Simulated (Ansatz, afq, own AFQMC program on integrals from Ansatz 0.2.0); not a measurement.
Integrals from Ansatz 0.2.0, then the random walk in our own AFQMC program (afq).

```yaml
crystal:
  periodic: [false, false, false]
  atoms:
    - {symbol: B, position_ang: [0.000000, 0.053637, 3.385238]}
    - {symbol: Al, position_ang: [0.000000, 0.572916, -1.162209]}
    - {symbol: H, position_ang: [0.000000, -0.626554, -2.223028]}
basis:
  gaussian: {orbitals: 6-31G}
magnetization: {spin_polarized: true, initial_magnetization: 1}
correlation: {method: ccsd_t, electrons: outside_noble_gas, hamiltonian_folder: ham}
```

```sh
$ ansatz run in.yaml --threads 1 --pin off --events-out ev --progress --plain --max-ram 16896MiB --backend cuda --devices 0, --max-vram 18GiB
```

Options of the walk:

```
--method phaseless --trial cisd --walkers 4000 --populations 20 --least-time 60 --time-step 0.005 --steps-per-block 50 --equilibration-blocks 40 --max-blocks 4000 --target-error 0.00032 --factor-cut 1e-05 --start spin_pure --seed 7024 --release-times 0.24,0.51,0.99,1.62,2.4 --release-step 0.03 --release-every 3 --taylor-order 6
```

Times are imaginary, in 1/Eh. The walk had a cap of 122 s. With eight or more populations the least sampling time is a fifth of least-time, and the error comes from their spread.

Output of the walk:

```
orbitals 18  electrons 4 3  factors 91 of 296
reference energy -266.94578531 Eh
CCSD correlation -0.08758847 Eh in 28 cycles, weight of the determinant in the CISD state 0.8660
energy of the start -267.031969 Eh
 block  time / (1/Eh)  mean weight  energy / Eh
     1     0.250  1.0000  -267.031537
     2     0.500  1.0000  -267.031483
     3     0.750  1.0000  -267.031610
     4     1.000  1.0000  -267.031825
     5     1.250  1.0000  -267.032075
     8     2.000  1.0000  -267.032736
    11     2.750  1.0001  -267.033272
    17     4.250  1.0000  -267.033509
    23     5.750  0.9999  -267.033787
    29     7.250  0.9999  -267.034108
    35     8.750  1.0000  -267.033839
    41    10.250  0.9998  -267.034236
    47    11.750  1.0000  -267.033849
    53    13.250  1.0000  -267.033957
    59    14.750  0.9998  -267.034151
    65    16.250  0.9997  -267.033961
    71    17.750  0.9999  -267.033862
    77    19.250  0.9999  -267.034126
    83    20.750  1.0000  -267.033859
    89    22.250  1.0000  -267.033690
error from the spread of 20 populations
released: time / (1/Eh)  energy / Eh  error  mean overlap
  0.24  -267.033954  0.000039  0.9995
  0.51  -267.033983  0.000062  0.9997
  0.99  -267.034079  0.000058  1.0010
  1.62  -267.034021  0.000210  1.0018
  2.40  -267.034188  0.000047  1.0032
energy -267.033881 +/- 0.000042 Eh
(rows thinned)
```

The run passed its tests (sampling time, drift between the halves within three errors, error under three times the target), which doesn't prove that it has relaxed.

Against this walk (error 1.1 meV) on the same determinant: CCSD(T) 4.2 meV lower, CCSDT(Q) 14.0 meV lower, CCSDTQ 14.5 meV lower, full CI 14.5 meV lower. The error is statistical and leaves out the bias of the constraint. The released energies have errors that jump between times, so the bars are unsure (meV from the phaseless value at times in 1/Eh: -2.0 ± 1.1 at 0.24, -2.8 ± 1.7 at 0.51, -5.4 ± 1.6 at 0.99, -4 ± 6 at 1.62, -8.3 ± 1.3 at 2.40), so they give no level; they do show a bias of the constraint, and the last of them that isn't too noisy lies 6 meV above full CI. Full CI is exact here, so the walk's 15 meV above it is the walk's own error: the bias of the constraint with this trial.

Cautions: constraint bias not in the error; unrestricted determinant slightly spin contaminated (⟨S²⟩ 0.80 against 0.75).

The walk took 30 s on 1 × NVIDIA H100 80GB HBM3 with 2 threads of AMD EPYC 7R13 Processor (Zen 3), on a shared host (the card was shared). The log's last line is the phaseless energy.

CCSDT and higher add their correlation energy to the determinant of the CCSD(T) run, since their own runs factorise the integrals more tightly (a shift of under 2 meV). A walk keeps the symmetry of its determinant, which the program's search chose and which needn't be the lowest solution, so a lower state of the same spin and another symmetry isn't excluded.
